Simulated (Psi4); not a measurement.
# [OF2]+ (SMILES F[O+]F): UMP3/cc-pVTZ

Aim: the vertical doublet–quartet gap of [OF2]+ at UMP3/cc-pVTZ, from 2 runs. 

Program for the calculation: Psi4 1.11.

10 further runs of the same task are left out: 9 that didn't finish, 1 set aside as unsound or not needed.

**1. The molecule**

[OF2]+ has 3 atoms, charge +1, and is taken as a doublet. SMILES: `F[O+]F`. The shape is that of a PBE0-D4/def2-TZVP optimisation.

Bond lengths: F1–O2 1.297 Å, O2–F3 1.297 Å. Angles: F1–O2–F3 108.0°.

**2. A single-point energy at UMP3/cc-pVTZ**

Contents of f2o_ase.py:

```python
import numpy as np
from ase.calculators.psi4 import Psi4
from ase import Atoms

a = Atoms(['F', 'O', 'F'], positions=[
    [0.920200, -0.309010, 0.473410],
    [0.000640, 0.505210, 0.055670],
    [-0.920840, -0.196190, -0.529090],
])
calc = Psi4(atoms=a, method='mp3', basis='cc-pVTZ', memory='2200MB', num_threads=1, charge=1, multiplicity=2, label='f2o', reference='uhf')
calc.psi4.set_options({'puream': True, 'e_convergence': 1e-09, 'd_convergence': 1e-08, 'scf_type': 'pk', 'num_frozen_docc': 3, 'maxiter': 100, 'mp_type': 'conv'})
a.calc = calc

print(f'energy: {a.get_potential_energy():.6f} eV')
```

On the command line:

```console
python f2o_ase.py
```

f2o.dat:

```text
[...]
  Running in c1 symmetry.
[...]
  Nuclear repulsion =   79.155290775448890
[...]
  Multiplicity = 2
[...]
  Nalpha       = 13
  Nbeta        = 12
[...]
    Number of basis functions: 90
[...]
   @UHF iter   1:  -272.86991142167216    2.71886e-01   8.61670e-03 DIIS/ADIIS
[...]
   @UHF iter  18:  -273.11229680303410   -4.26326e-12   6.12507e-09 DIIS
[...]
   @S^2 Observed:                7.894135236E-01
[...]
    Orbital Energies [Eh]
    ---------------------
    Alpha Occupied:
       1A    -26.819397     2A    -26.819371     3A    -21.351995
       4A     -2.279599     5A     -2.067904     6A     -1.718302
       7A     -1.354120     8A     -1.268523     9A     -1.258100
      10A     -1.134077    11A     -1.075518    12A     -1.060698
      13A     -1.037539
    Alpha Virtual:
      14A     -0.188417    15A     -0.134903    16A      0.352499
      17A      0.357152    18A      0.360889    19A      0.530711
      20A      0.577785    21A      0.603803    22A      0.640704
      23A      0.640754    24A      0.670816    25A      0.769995
[...]
  @UHF Final Energy:  -273.11229680303410
   => Energetics <=
    Nuclear Repulsion Energy =             79.1552907754488899
    One-Electron Energy =                -527.6437162393284552
    Two-Electron Energy =                 175.3761286608454952
    Total Energy =                       -273.1122968030340985
  UHF NO Occupations:
  HONO-2 :   11  A 1.9924361
  HONO-1 :   12  A 1.9909015
[...]
 Multipole Moments:
 ------------------------------------------------------------------------------------
     Multipole            Electronic (a.u.)      Nuclear  (a.u.)        Total (a.u.)
 ------------------------------------------------------------------------------------
 L = 1.  Multiply by 2.5417464519 to convert [e a0] to [Debye]
 Dipole X            :         -0.0001112            0.0005398            0.0004286
 Dipole Y            :         -0.0853641            0.4261274            0.3407632
 Dipole Z            :         -0.0094087            0.0469589            0.0375501
 Magnitude           :                                                    0.3428262
[...]
	SCS-MP2 Total Energy (a.u.)        :  -273.80281467572308
	SOS-MP2 Total Energy (a.u.)        :  -273.79312580133529
[...]
	SOS-PI-MP2 Total Energy (a.u.)     :  -273.84549726274309
[...]
	MP2 Total Energy (a.u.)            :  -273.82219242449867
[...]
	SCS-MP3 Total Energy (a.u.)        :  -273.80247761172302
[...]
	MP3 Total Energy (a.u.)            :  -273.82084416849830
[...]
```

On the terminal:

```text
energy: -7451.044692 eV
```

Run time: 22 s. Hardware: 1 thread of Intel Xeon at 2.60GHz (Ice Lake), shared host; peak memory 0.81 GiB.

**3. The quartet, same level**

Contents of f2o.json:

```json
{
 "schema_name": "qcschema_input",
 "schema_version": 1,
 "molecule": {
  "schema_name": "qcschema_molecule",
  "schema_version": 2,
  "symbols": ["F", "O", "F"],
  "geometry": [1.73892598, -0.58394427, 0.89461524, 0.00120942, 0.95470854, 0.10520105, -1.7401354, -0.37074537, -0.9998352],
  "molecular_charge": 1,
  "molecular_multiplicity": 4,
  "fix_symmetry": "c1",
  "fix_com": true,
  "fix_orientation": true
 },
 "driver": "energy",
 "model": {
  "method": "mp3",
  "basis": "cc-pVTZ"
 },
 "keywords": {
  "reference": "uhf",
  "puream": true,
  "e_convergence": 1e-09,
  "d_convergence": 1e-08,
  "scf_type": "pk",
  "num_frozen_docc": 3,
  "maxiter": 100,
  "mp_type": "conv"
 }
}
```

On the command line:

```console
psi4 --qcschema f2o.json -n 1 --memory 2200MB
```

stdout:

```text
[...]
  Running in c1 symmetry.
[...]
  Nuclear repulsion =   79.155290790406767
[...]
  Multiplicity = 4
[...]
  Nalpha       = 14
  Nbeta        = 11
[...]
    Number of basis functions: 90
[...]
   @UHF iter   1:  -272.62766445777078    5.14133e-01   7.39844e-03 DIIS/ADIIS
[...]
   @UHF iter  20:  -272.85210024786130   -2.78533e-12   7.62719e-09 DIIS
[...]
   @S^2 Observed:                3.900503452E+00
[...]
    Orbital Energies [Eh]
    ---------------------
    Alpha Occupied:
       1A    -26.801869     2A    -26.801817     3A    -21.312182
       4A     -2.313317     5A     -2.122692     6A     -1.780223
       7A     -1.367246     8A     -1.348890     9A     -1.335615
      10A     -1.147509    11A     -1.136504    12A     -1.122695
      13A     -1.044987    14A     -0.797824
    Alpha Virtual:
      15A     -0.184803    16A      0.312664    17A      0.353561
      18A      0.357233    19A      0.514322    20A      0.566451
      21A      0.583002    22A      0.640248    23A      0.644821
      24A      0.664618    25A      0.763549    26A      1.141306
[...]
  @UHF Final Energy:  -272.85210024786130
   => Energetics <=
    Nuclear Repulsion Energy =             79.1552907904067666
    One-Electron Energy =                -527.9000439318890585
    Two-Electron Energy =                 175.8926528936210048
    Total Energy =                       -272.8521002478613013
  UHF NO Occupations:
  HONO-2 :   12  A 1.0000000
  HONO-1 :   13  A 1.0000000
[...]
 Multipole Moments:
 ------------------------------------------------------------------------------------
     Multipole            Electronic (a.u.)      Nuclear  (a.u.)        Total (a.u.)
 ------------------------------------------------------------------------------------
 L = 1.  Multiply by 2.5417464519 to convert [e a0] to [Debye]
 Dipole X            :          0.0016108           -0.0012094            0.0004013
 Dipole Y            :          1.3660363           -0.9545384            0.4114978
 Dipole Z            :          0.1506448           -0.1053712            0.0452736
 Magnitude           :                                                    0.4139811
[...]
	SCS-MP2 Total Energy (a.u.)        :  -273.49804880857977
	SOS-MP2 Total Energy (a.u.)        :  -273.48349196570786
[...]
	SOS-PI-MP2 Total Energy (a.u.)     :  -273.53206055938836
[...]
	MP2 Total Energy (a.u.)            :  -273.52716249432365
[...]
	SCS-MP3 Total Energy (a.u.)        :  -273.49835739096227
[...]
	MP3 Total Energy (a.u.)            :  -273.52839682385365
[...]
```

The result, in JSON:

```text
{
 "driver": "energy",
 "model": {
  "method": "mp3",
  "basis": "cc-pVTZ"
 },
 "success": true,
 "return_result": -273.52839682385365,
 "properties": {
  "calcinfo_nbasis": 90,
  "calcinfo_nmo": 90,
  "calcinfo_nalpha": 14,
  "calcinfo_nbeta": 11,
  "calcinfo_natom": 3,
  "nuclear_repulsion_energy": 79.15529079040677,
  "return_energy": -273.52839682385365,
  "scf_one_electron_energy": -527.9000439318891,
  "scf_two_electron_energy": 175.892652893621,
  "scf_dipole_moment": [0.0004013476339047445, 0.4114978439284602, 0.0452735947221381],
  "scf_total_energy": -272.8521002478613,
  "scf_iterations": 20,
  "mp2_same_spin_correlation_energy": -0.1893763096572797,
  "mp2_opposite_spin_correlation_energy": -0.48568593680505234,
  "mp2_singles_energy": 0.0,
  "mp2_doubles_energy": -0.675062246462332,
  "mp2_correlation_energy": -0.6750622464623461,
  "mp2_total_energy": -273.52716249432365
 }
}
```

Run time: 22 s. Hardware: 1 thread of Intel Xeon at 2.60GHz (Ice Lake), shared host; peak memory 0.83 GiB.

**4. Summary of results**

Level: UMP3/cc-pVTZ, 3 core orbitals frozen.

```
                                                           quantity          value
                                              doublet: total energy  -273.82084 Eh
doublet: HOMO energy (Hartree–Fock orbitals) (highest over α and β)      -28.23 eV
 doublet: LUMO energy (Hartree–Fock orbitals) (lowest over α and β)       -9.55 eV
               doublet: correlation energy (3 core orbitals frozen)     -708.5 mEh
                         doublet: ⟨S²⟩ of the reference determinant          0.789
                                              quartet: total energy  -273.52840 Eh
quartet: HOMO energy (Hartree–Fock orbitals) (highest over α and β)      -21.71 eV
 quartet: LUMO energy (Hartree–Fock orbitals) (lowest over α and β)      -12.44 eV
               quartet: correlation energy (3 core orbitals frozen)     -676.3 mEh
                         quartet: ⟨S²⟩ of the reference determinant          3.901
                   vertical energy of the quartet above the doublet       7.958 eV
```

What this shows: At this shape the quartet lies 7.96 eV (184 kcal/mol) above the doublet. ⟨S²⟩ (quartet) is 3.90 where a pure quartet has 3.75: the reference is spin-contaminated.
